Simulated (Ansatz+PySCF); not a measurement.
## doublet H₂S(+): levels of theory in one basis

```yaml
atoms:
  - { symbol: S, position_ang: [0.0000, -0.6025, 0.0000] }
  - { symbol: H, position_ang: [0.0000, 0.3012, 0.9539] }
  - { symbol: H, position_ang: [0.0000, 0.3012, -0.9539] }
```

Basis set: cc-pVTZ on H; cc-pV(T+d)Z on S (spherical functions). Left uncorrelated: 5 orbitals. Correlation on ROHF uses semicanonical orbitals with singles. Charge 1, multiplicity 2.

Computed with Ansatz (development build ahead of 0.2.0) and PySCF 2.14.0; each method stands on the lowest determinant of its kind that the runs found.

| method | E − E(ROHF) (eV) | <S²> of the determinant |
| --- | --- | --- |
| ROHF | 0.00 | 0.75 |
| UHF | -0.17 | 0.77 |
| ROHF-MP2 | -4.25 | – |
| UHF-MP2 | -4.22 | 0.77 |

Q: What does ROHF-CCSD(T) give on the same scale?

A: -5.11 eV.
